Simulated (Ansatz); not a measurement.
# FO (charge +1): a composite energy at a relaxed geometry

With the Ansatz DFT code, driven from Python.

Interactive session:
```pycon
>>> import itertools
>>> import warnings
>>> import ansatz as az
>>> from ase.data import atomic_numbers, covalent_radii
>>> import numpy as np
>>> GEOMETRY = '''
... O     0.00000    0.00000    0.00000
... F     0.00000    0.00000    1.31500
... '''
>>> warnings.simplefilter('ignore', az.DeckWarning)
>>> molecule = az.Crystal.molecule()
>>> for line in GEOMETRY.strip().splitlines():
...     symbol, *xyz = line.split()
...     molecule = molecule.atom(symbol, [float(v) for v in xyz])
...
>>> calculation = (
...     molecule.calculation()
...     .basis(gaussian='def2-SVP')
...     .functional('r2scan')
...     .charge(1)
...     .spin('collinear', total=2)
... )
>>> symbols = [site.symbol for site in molecule.cartesian_sites]
>>> start = np.array([site.position_ang for site in molecule.cartesian_sites], dtype=float)
>>> report = calculation.relax(force_tolerance=0.01).run().report
>>> end = np.array(report['positions_ang'])
>>> # pairs closer than 1.2 times the sum of covalent radii, before or after
>>> radius = [covalent_radii[atomic_numbers[s]] for s in symbols]
>>> span = lambda where, i, j: np.linalg.norm(where[i] - where[j])
>>> bonded = [(i, j) for i, j in itertools.combinations(range(len(symbols)), 2) if min(span(start, i, j), span(end, i, j)) < 1.2 * (radius[i] + radius[j])]
>>> print('pair        before    after (A)')
pair        before    after (A)
>>> for i, j in bonded:
...     print(f'{symbols[i]}{i}-{symbols[j]}{j}'.ljust(10), f'{span(start, i, j):8.4f} {span(end, i, j):8.4f}')
...
O0-F1        1.3150   1.2255
>>> minimum = az.Crystal.molecule()
>>> for symbol, place in zip(symbols, end):
...     minimum = minimum.atom(symbol, place.tolist())
...
>>> at_minimum = minimum.calculation().charge(1).spin('collinear', total=2)
>>> # MP2 extrapolated to the basis limit, plus the small-basis difference CCSD(T) - MP2
>>> level = lambda method, basis: at_minimum.basis(gaussian=basis).correlation(method).run().report
>>> small, large, cluster = level('mp2', 'cc-pVDZ'), level('mp2', 'cc-pVTZ'), level('ccsd_t', 'cc-pVDZ')
>>> corr = lambda each: (each['free_energy_ev'] - each['reference_energy_ev']) / 27.211386246
>>> mp2_limit = (27 * corr(large) - 8 * corr(small)) / 19
>>> pieces = {'HF / cc-pVTZ': large['reference_energy_ev'] / 27.211386246, 'MP2 correlation, DZ-TZ limit': mp2_limit, 'CCSD(T) - MP2 / cc-pVDZ': corr(cluster) - corr(small)}
>>> for name, value in pieces.items():
...     print(f'{name:32s} {value:14.6f} Ha')
...
HF / cc-pVTZ                        -173.759366 Ha
MP2 correlation, DZ-TZ limit          -0.454984 Ha
CCSD(T) - MP2 / cc-pVDZ               -0.031638 Ha
>>> print(f'{"sum":32s} {sum(pieces.values()):14.6f} Ha')
sum                                 -174.245988 Ha
>>> print('T1 diagnostic', round(cluster['correlation']['coupled_cluster']['t1_diagnostic'], 4))
T1 diagnostic 0.046
```

Notes:
- Total energies depend on the basis set; only differences at equal settings carry meaning.
- The sum leaves out core correlation, relativity, the Hartree-Fock basis error and zero-point energy; a DZ-TZ extrapolation is rough.
- The run takes the species as open-shell (spin multiplicity 3), which needn't be its ground state.
- Inner cores stay frozen, so this is valence correlation.
- The spin state was assumed, and another may lie lower.
- An extrapolation from small basis sets is rough.
- The whole script took 7.5 s on 1 thread of Arm Neoverse V1 (shared host), peak memory 0.18 GiB.
